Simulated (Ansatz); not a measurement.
Consider the formal hydrolysis of a C–C bond: `C=C(C)SC` + H₂O → `C=C(O)SC` + CH₄.

Gas-phase electronic energies from Ansatz, PBE0-D4/def2-TZVP geometries. CCSD(T)/CBS is the MP2 limit (def2-TZVPP, def2-QZVPP) plus CCSD(T) − MP2 in def2-TZVPP, frozen cores. This one scheme is used for every species. DFT in def2-TZVPP. B3LYP here is the variant with VWN-RPA as its local correlation; programs differ in this. Each species was taken in one conformer, which may not be the lowest.

```json
{"level": "PBE-D4", "ΔE (kcal/mol)": "2.4", "difference from CCSD(T)/CBS": "-4.0"}
{"level": "r2SCAN-D4", "ΔE (kcal/mol)": "2.3", "difference from CCSD(T)/CBS": "-4.1"}
{"level": "PBE0-D4", "ΔE (kcal/mol)": "3.8", "difference from CCSD(T)/CBS": "-2.6"}
{"level": "B3LYP-D4", "ΔE (kcal/mol)": "3.1", "difference from CCSD(T)/CBS": "-3.3"}
{"level": "ωB97X-V", "ΔE (kcal/mol)": "3.2", "difference from CCSD(T)/CBS": "-3.2"}
{"level": "B2PLYP", "ΔE (kcal/mol)": "3.4", "difference from CCSD(T)/CBS": "-3.0"}
{"level": "r2SCAN", "ΔE (kcal/mol)": "2.1", "difference from CCSD(T)/CBS": "-4.3"}
{"level": "PBE0", "ΔE (kcal/mol)": "3.0", "difference from CCSD(T)/CBS": "-3.4"}
{"level": "B3LYP", "ΔE (kcal/mol)": "1.7", "difference from CCSD(T)/CBS": "-4.7"}
{"level": "HF/def2-TZVPP", "ΔE (kcal/mol)": "3.3", "difference from CCSD(T)/CBS": "-3.1"}
{"level": "CCSD/def2-TZVPP", "ΔE (kcal/mol)": "5.5", "difference from CCSD(T)/CBS": "-0.9"}
{"level": "MP2/def2-QZVPP", "ΔE (kcal/mol)": "7.4", "difference from CCSD(T)/CBS": "1.0"}
{"level": "SCS-MP2/def2-QZVPP", "ΔE (kcal/mol)": "6.4", "difference from CCSD(T)/CBS": "0.0"}
{"level": "HF/CBS(def2)", "ΔE (kcal/mol)": "3.5", "difference from CCSD(T)/CBS": "-2.9"}
{"level": "MP2/CBS(def2)", "ΔE (kcal/mol)": "7.7", "difference from CCSD(T)/CBS": "1.3"}
{"level": "CCSD/CBS(def2)", "ΔE (kcal/mol)": "6.6", "difference from CCSD(T)/CBS": "0.2"}
{"level": "CCSD(T)/CBS", "ΔE (kcal/mol)": "6.4", "difference from CCSD(T)/CBS": "0"}
```

Largest T1 diagnostic among the species: 0.012.

From PBE to PBE0 (25 % exact exchange), in def2-TZVPP and without D4, ΔE moves by +1.5 kcal/mol. The D4 term adds +1.3 kcal/mol with B3LYP and +0.7 kcal/mol with PBE0; it sums over pairs of atoms, weighted by their polarisabilities, and B3LYP, whose exchange is more repulsive, gets the larger term.

CCSD(T)/CBS has its own doubt, a few kJ/mol and more with outer-core shells, so smaller differences from it don't rank the levels.
